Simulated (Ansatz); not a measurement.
The same path of BH₅S (7 atoms, charge 0, multiplicity 1) was run twice with different band settings. Lost on the way: B1–H2, S5–H7. Made: H2–H7.

Computed with Ansatz 0.2.0, RKS B3LYP-D4/def2-SVP.

Relaxed end points:

```xyz
7
Properties=species:S:1:pos:R:3
B -0.002 -0.017 0.008
H -0.560 0.456 0.974
H 1.184 0.224 -0.106
H -0.624 -0.013 -1.036
S 0.090 -2.038 0.351
H -1.177 -2.340 0.729
H 0.553 -2.109 1.624
```

```xyz
7
Properties=species:S:1:pos:R:3
B 0.222 -0.552 -0.821
H -0.285 -0.045 3.172
H 1.290 -0.010 -0.916
H -0.805 -0.024 -1.150
S 0.251 -2.200 -0.156
H -1.075 -2.475 -0.191
H -0.133 -0.531 2.606
```

Common settings: movable images 5; climbing image yes; optimiser quadratic models (default); start path through a guess of the saddle point; force threshold 0.05 eV/Å; iteration limit 60; end points relaxed.

| run | spring |
| --- | --- |
| 1 | 5.0 eV/Å² |
| 2 | 20.0 eV/Å² |

(1) What does each run give, and how far can it be trusted?

Results:

(1) Run 1: converged after 15 iterations, highest image 0.730 eV above the first end. A vibrational analysis at the climbing image gives one clearly imaginary mode, 811i cm⁻¹: a first-order saddle point.
Run 2: converged after 15 iterations, highest image 0.730 eV above the first end. Another band between the same ends (5 images) ends at a top of the same energy, where a vibrational analysis finds 1 clearly imaginary mode.
The orbitals stay closed-shell, which can raise the energy where a bond breaks towards radicals; this wasn't checked here.
